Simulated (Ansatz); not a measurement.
Reaction (isomerisation): `N=C(O)CS` → `N=C(S)CO`

Program: Ansatz. Geometries: PBE0-D4/def2-TZVP. ΔE: electronic, gas phase. CBS: MP2 limit from def2 TZ/QZ plus the TZ coupled-cluster correction, frozen cores. Functionals use def2-TZVPP. B3LYP here is the variant with VWN-RPA as its local correlation; programs differ in this. One conformer a species, not always the lowest.

`N=C(O)CS`:

Cartesian coordinates in Å:
```
N -0.141 -0.764 1.424
C 0.002 0.240 0.679
O 0.350 1.435 1.190
C -0.172 0.356 -0.812
S -0.475 -1.191 -1.677
H -0.415 -1.574 0.874
H 0.428 1.308 2.146
H 0.689 0.877 -1.236
H -1.040 0.990 -1.011
H 0.773 -1.676 -1.577
```

`N=C(S)CO`:

Z-matrix (Å, degrees):
```
C
O 1 1.407
C 1 1.514 2 114.8
H 1 1.094 2 112.7 3 -122.6
H 1 1.094 2 106.2 3 119.1
H 2 0.961 1 108.6 3 69.8
S 3 1.768 1 116.4 2 37.4
N 3 1.263 1 118.8 2 -145.3
H 7 1.345 3 95.2 1 -8.5
H 8 1.019 3 112.9 1 -176.6
```

| level | ΔE (kJ/mol) | difference from CCSD(T)/CBS |
| --- | --- | --- |
| PBE-D4 | 47.5 | -3.9 |
| r2SCAN-D4 | 50.2 | -1.2 |
| PBE0-D4 | 53.6 | 2.2 |
| B3LYP-D4 | 49.0 | -2.4 |
| ωB97X-V | 55.9 | 4.5 |
| ωB97M-V | 56.1 | 4.7 |
| B2PLYP | 51.2 | -0.2 |
| PBE | 48.0 | -3.4 |
| r2SCAN | 50.3 | -1.1 |
| PBE0 | 54.0 | 2.6 |
| B3LYP | 49.9 | -1.5 |
| HF/def2-TZVPP | 60.9 | 9.5 |
| MP2/def2-TZVPP | 53.3 | 1.9 |
| SCS-MP2/def2-TZVPP | 51.9 | 0.5 |
| CCSD/def2-TZVPP | 53.7 | 2.3 |
| CCSD(T)/def2-TZVPP | 51.6 | 0.2 |
| HF/def2-QZVPP | 61.0 | 9.6 |
| MP2/def2-QZVPP | 53.2 | 1.8 |
| SCS-MP2/def2-QZVPP | 51.9 | 0.5 |
| HF/CBS(def2) | 61.0 | 9.6 |
| MP2/CBS(def2) | 53.0 | 1.6 |
| CCSD/CBS(def2) | 53.5 | 2.1 |
| CCSD(T)/CBS | 51.4 | 0 |

Largest T1 diagnostic among the species: 0.013.

From PBE to PBE0 (25 % exact exchange), in def2-TZVPP and without D4, ΔE moves by +6.0 kJ/mol. In def2-TZVPP, CCSD(T) changes the Hartree–Fock value by −9.3 kJ/mol (the triples alone add −2.1 kJ/mol) and MP2 by −7.6 kJ/mol.
